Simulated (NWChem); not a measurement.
System: O anion, doublet

Here is an NWChem input.

```
start job
memory heap 200 mb stack 900 mb global 1100 mb
charge -1
geometry units angstroms noautoz
  O      0.000000     0.000000     0.000000
end
basis spherical
  * library def2-svpd
end
dft
  odft
  mult 2
  xc kt2
  iterations 150
  mulliken
end
task dft energy
```

Parts of the log:

```
             Northwest Computational Chemistry Package (NWChem) 7.3.0
             --------------------------------------------------------

                             Geometry "geometry" -> ""
                             -------------------------

 Output coordinates in angstroms (scale by  1.889725989 to convert to a.u.)

  No.       Tag          Charge          X              Y              Z
 ---- ---------------- ---------- -------------- -------------- --------------
    1 O                    8.0000     0.00000000     0.00000000     0.00000000

 Effective nuclear repulsion energy (a.u.)       0.0000000000

                                 NWChem DFT Module
                                 -----------------

 Summary of "ao basis" -> "ao basis" (spherical)
 ------------------------------------------------------------------------------
       Tag                 Description            Shells   Functions and Types
 ---------------- ------------------------------  ------  ---------------------
 O                         def2-svpd                 9       23   4s3p2d

            General Information
            -------------------
          SCF calculation type: DFT
          Wavefunction type:  spin polarized.
          No. of atoms     :     1
          No. of electrons :     9
           Alpha electrons :     5
            Beta electrons :     4
          Charge           :    -1
          Spin multiplicity:     2
          Use of symmetry is: off; symmetry adaption is: off
          Maximum number of iterations: 150
          AO basis - number of functions:    23
                     number of shells:     9
          Convergence on energy requested:  1.00D-06
          Convergence on density requested:  1.00D-05
          Convergence on gradient requested:  5.00D-04

              XC Information
              --------------
                          KT2 Method XC Functional
                        Slater Exchange Functional  1.072 local
                           KT1 gradient correction  1.000 non-local
            Perdew 1991 LDA Correlation Functional  0.577 local

             Grid Information
             ----------------
          Grid used for XC integration:  medium
          Radial quadrature: Mura-Knowles
          Angular quadrature: Lebedev.
          Tag              B.-S. Rad. Rad. Pts. Rad. Cut. Ang. Pts.
          ---              ---------- --------- --------- ---------
          O                   0.60       49           6.0       434
          Grid pruning is: on
          Number of quadrature shells:    49
          Spatial weights used:  Erf1

      Superposition of Atomic Density Guess
      -------------------------------------

 Sum of atomic energies:         -74.69428210

 Renormalizing density from       8.00 to      9

      Non-variational initial energy
      ------------------------------

 Total energy =     -79.408784
 1-e energy   =    -115.935317
 2-e energy   =      36.526533
 HOMO         =       0.253584
 LUMO         =       0.470171

     ---------------------------------------------
      Total Density - Mulliken Population Analysis
     ---------------------------------------------

    Atom       Charge   Shell Charges
 -----------   ------   -------------------------------------------------------
    1 O    8     9.00   1.99  0.92  1.02  0.08  1.34  1.54  2.12  0.00  0.00

     --------------------------------------------
      Spin Density - Mulliken Population Analysis
     --------------------------------------------

    Atom       Charge   Shell Charges
 -----------   ------   -------------------------------------------------------
    1 O    8     1.00   0.00  0.00  0.00  0.00  0.27  0.31  0.42  0.00  0.00

   convergence    iter        energy       DeltaE   RMS-Dens  Diis-err
 ---------------- ----- ----------------- --------- --------- ---------
 d= 0,ls=0.0,diis     1    -75.2589395732 -7.53D+01  6.58D-02  2.06D+00
                                                     5.58D-02  1.48D+00
 d= 0,ls=0.0,diis     2    -74.9080578432  3.51D-01  3.74D-02  2.52D+00
                                                     3.44D-02  2.00D+00
 d= 0,ls=0.0,diis     3    -76.0969020121 -1.19D+00  7.57D-03  1.58D-02
                                                     9.06D-03  1.68D-02
 d= 0,ls=0.0,diis     4    -76.1087165341 -1.18D-02  1.88D-03  8.14D-03
                                                     9.92D-04  4.54D-03
 d= 0,ls=0.0,diis     5    -76.1117287920 -3.01D-03  8.46D-04  6.02D-04
                                                     1.76D-04  2.47D-04
  Resetting Diis
 d= 0,ls=0.0,diis     6    -76.1119568421 -2.28D-04  8.04D-05  5.70D-07
                                                     1.17D-04  3.85D-06
 d= 0,ls=0.0,diis     7    -76.1119590806 -2.24D-06  4.94D-05  3.74D-07
                                                     6.65D-05  4.33D-07
 d= 0,ls=0.0,diis     8    -76.1119578521  1.23D-06  4.08D-05  3.43D-06
                                                     4.23D-05  2.43D-06
 d= 0,ls=0.0,diis     9    -76.1119592951 -1.44D-06  4.85D-06  1.54D-09
                                                     4.46D-06  4.49D-10
 d= 0,ls=0.0,diis    10    -76.1119592977 -2.64D-09  3.23D-07  3.50D-11
                                                     3.20D-08  1.65D-11

         Total DFT energy =      -76.111959297692
      One electron energy =     -106.588885785495
           Coulomb energy =       40.223847136902
    Exchange-Corr. energy =       -9.746920649099
 Nuclear repulsion energy =        0.000000000000

 Numeric. integr. density =        8.999999426658

                    DFT Final Alpha Molecular Orbital Analysis
                    ------------------------------------------

 Vector    3  Occ=1.000000D+00  E= 3.029084D-03
              MO Center=  7.7D-16,  5.0D-16, -1.0D-15, r^2= 7.5D-01
   Bfn.  Coefficient  Atom+Function         Bfn.  Coefficient  Atom+Function
  ----- ------------  ---------------      ----- ------------  ---------------
     7      0.478544  1 O  pz                 5     -0.331737  1 O  px
     6     -0.306213  1 O  py                10      0.297750  1 O  pz
     8     -0.206406  1 O  px                 9     -0.190525  1 O  py
    13      0.117145  1 O  pz                11     -0.081207  1 O  px
    12     -0.074959  1 O  py

 Vector    4  Occ=1.000000D+00  E= 6.624348D-02
              MO Center= -5.7D-17, -2.4D-17,  1.4D-16, r^2= 9.2D-01
   Bfn.  Coefficient  Atom+Function         Bfn.  Coefficient  Atom+Function
  ----- ------------  ---------------      ----- ------------  ---------------
     5      0.447795  1 O  px                 6     -0.438635  1 O  py
     8      0.283859  1 O  px                 9     -0.278052  1 O  py
    11      0.165300  1 O  px                12     -0.161919  1 O  py
     7      0.029746  1 O  pz

 Vector    5  Occ=1.000000D+00  E= 6.624349D-02
              MO Center= -4.8D-16, -7.6D-16, -2.1D-16, r^2= 9.2D-01
   Bfn.  Coefficient  Atom+Function         Bfn.  Coefficient  Atom+Function
  ----- ------------  ---------------      ----- ------------  ---------------
     7      0.429603  1 O  pz                 6      0.340722  1 O  py
     5      0.305214  1 O  px                10      0.272327  1 O  pz
     9      0.215985  1 O  py                 8      0.193476  1 O  px
    13      0.158585  1 O  pz                12      0.125775  1 O  py
    11      0.112667  1 O  px

 Vector    6  Occ=0.000000D+00  E= 2.969528D-01
              MO Center= -4.6D-15,  3.4D-15,  9.6D-15, r^2= 4.2D+00
   Bfn.  Coefficient  Atom+Function         Bfn.  Coefficient  Atom+Function
  ----- ------------  ---------------      ----- ------------  ---------------
     4      1.499396  1 O  s                  3     -0.894524  1 O  s
     2     -0.122576  1 O  s                  1     -0.088582  1 O  s

 Vector    7  Occ=0.000000D+00  E= 3.176428D-01
              MO Center=  4.6D-15,  3.8D-15, -5.4D-15, r^2= 5.6D+00
   Bfn.  Coefficient  Atom+Function         Bfn.  Coefficient  Atom+Function
  ----- ------------  ---------------      ----- ------------  ---------------
    13      0.814544  1 O  pz                11     -0.564658  1 O  px
    12     -0.521213  1 O  py                10     -0.274150  1 O  pz
     8      0.190046  1 O  px                 7     -0.185632  1 O  pz
     9      0.175424  1 O  py                 5      0.128684  1 O  px
     6      0.118783  1 O  py

 Vector    8  Occ=0.000000D+00  E= 3.293152D-01
              MO Center=  3.7D-15, -2.4D-15,  2.0D-15, r^2= 5.5D+00
   Bfn.  Coefficient  Atom+Function         Bfn.  Coefficient  Atom+Function
  ----- ------------  ---------------      ----- ------------  ---------------
    11      0.823713  1 O  px                12     -0.743088  1 O  py
     8     -0.312753  1 O  px                 9      0.282141  1 O  py
     5     -0.211842  1 O  px                 6      0.191107  1 O  py
    13      0.095524  1 O  pz                10     -0.036269  1 O  pz

                     DFT Final Beta Molecular Orbital Analysis
                     -----------------------------------------

 Vector    2  Occ=1.000000D+00  E=-4.138184D-01
              MO Center= -2.6D-16, -4.2D-16,  1.2D-16, r^2= 5.0D-01
   Bfn.  Coefficient  Atom+Function         Bfn.  Coefficient  Atom+Function
  ----- ------------  ---------------      ----- ------------  ---------------
     2      0.631563  1 O  s                  3      0.420593  1 O  s
     1      0.302529  1 O  s                  4      0.070172  1 O  s

 Vector    3  Occ=1.000000D+00  E= 1.005516D-01
              MO Center= -5.5D-16, -3.6D-16, -1.0D-15, r^2= 1.1D+00
   Bfn.  Coefficient  Atom+Function         Bfn.  Coefficient  Atom+Function
  ----- ------------  ---------------      ----- ------------  ---------------
     7      0.404697  1 O  pz                 6      0.329295  1 O  py
     5      0.279835  1 O  px                10      0.264965  1 O  pz
     9      0.215597  1 O  py                13      0.204542  1 O  pz
     8      0.183214  1 O  px                12      0.166432  1 O  py
    11      0.141434  1 O  px

 Vector    4  Occ=1.000000D+00  E= 1.005516D-01
              MO Center=  7.3D-17, -2.8D-16,  5.7D-16, r^2= 1.1D+00
   Bfn.  Coefficient  Atom+Function         Bfn.  Coefficient  Atom+Function
  ----- ------------  ---------------      ----- ------------  ---------------
     5      0.427892  1 O  px                 6     -0.407615  1 O  py
     8      0.280151  1 O  px                 9     -0.266875  1 O  py
    11      0.216265  1 O  px                12     -0.206016  1 O  py
     7      0.035797  1 O  pz

 Vector    5  Occ=0.000000D+00  E= 1.466229D-01
              MO Center=  8.5D-16,  5.7D-16, -9.5D-16, r^2= 1.5D+00
   Bfn.  Coefficient  Atom+Function         Bfn.  Coefficient  Atom+Function
  ----- ------------  ---------------      ----- ------------  ---------------
     7      0.379783  1 O  pz                13      0.287007  1 O  pz
    10      0.277436  1 O  pz                 5     -0.263273  1 O  px
     6     -0.243017  1 O  py                11     -0.198959  1 O  px
     8     -0.192324  1 O  px                12     -0.183651  1 O  py
     9     -0.177527  1 O  py

 Vector    6  Occ=0.000000D+00  E= 3.051942D-01
              MO Center=  1.9D-15,  1.2D-15,  9.1D-15, r^2= 4.2D+00
   Bfn.  Coefficient  Atom+Function         Bfn.  Coefficient  Atom+Function
  ----- ------------  ---------------      ----- ------------  ---------------
     4      1.513673  1 O  s                  3     -0.943483  1 O  s
     2     -0.108830  1 O  s                  1     -0.090518  1 O  s

 Vector    7  Occ=0.000000D+00  E= 3.334708D-01
              MO Center= -2.4D-15, -4.5D-15, -4.8D-15, r^2= 5.3D+00
   Bfn.  Coefficient  Atom+Function         Bfn.  Coefficient  Atom+Function
  ----- ------------  ---------------      ----- ------------  ---------------
    13      0.738344  1 O  pz                12      0.704335  1 O  py
    11      0.414955  1 O  px                10     -0.311847  1 O  pz
     9     -0.297483  1 O  py                 7     -0.211953  1 O  pz
     6     -0.202190  1 O  py                 8     -0.175261  1 O  px
     5     -0.119119  1 O  px

     ---------------------------------------------
      Total Density - Mulliken Population Analysis
     ---------------------------------------------

    Atom       Charge   Shell Charges
 -----------   ------   -------------------------------------------------------
    1 O    8     9.00   1.99  1.18  0.75  0.08  2.64  1.68  0.69  0.00  0.00

     --------------------------------------------
      Spin Density - Mulliken Population Analysis
     --------------------------------------------

    Atom       Charge   Shell Charges
 -----------   ------   -------------------------------------------------------
    1 O    8     1.00  -0.00  0.04 -0.03 -0.01  0.68  0.35 -0.03  0.00  0.00

     -------------------------------------------
      Total Density - Lowdin Population Analysis
     -------------------------------------------

    Atom       Charge   Shell Charges
 -----------   ------   -------------------------------------------------------
    1 O    8     9.00   1.98  1.05  0.77  0.19  2.51  1.80  0.69  0.00  0.00

     ------------------------------------------
      Spin Density - Lowdin Population Analysis
     ------------------------------------------

    Atom       Charge   Shell Charges
 -----------   ------   -------------------------------------------------------
    1 O    8     1.00   0.00  0.03 -0.01 -0.01  0.66  0.35 -0.01  0.00  0.00

   alpha - beta orbital overlaps
   -----------------------------

   alpha      1      2      3      4      5      6      7      8      9     10
    beta      1      2      5      4      3      6      9      8      7     14
 overlap   1.000  0.999  0.969  0.997  0.997  0.999  0.970  0.994  0.994  0.999

   alpha     11     12     13     14     15     16     17     18     19     20
    beta     12     13     11     10     18     16     15     17     23     22
 overlap   0.798  0.798  0.985  0.985  0.997  1.000  1.000  0.999  0.999  1.000

   alpha     21     22     23
    beta     21     20     19
 overlap   1.000  1.000  1.000

     --------------------------
     Expectation value of S2:
     --------------------------
      <S2> =      0.7615 (Exact =     0.7500)
```

Level: KT2/def2-SVPD, spin-unrestricted. The open p shell is one determinant without spherical averaging. No stability test was run on the SCF state. The highest occupied level is positive, so the extra electron may be held by the finite basis.
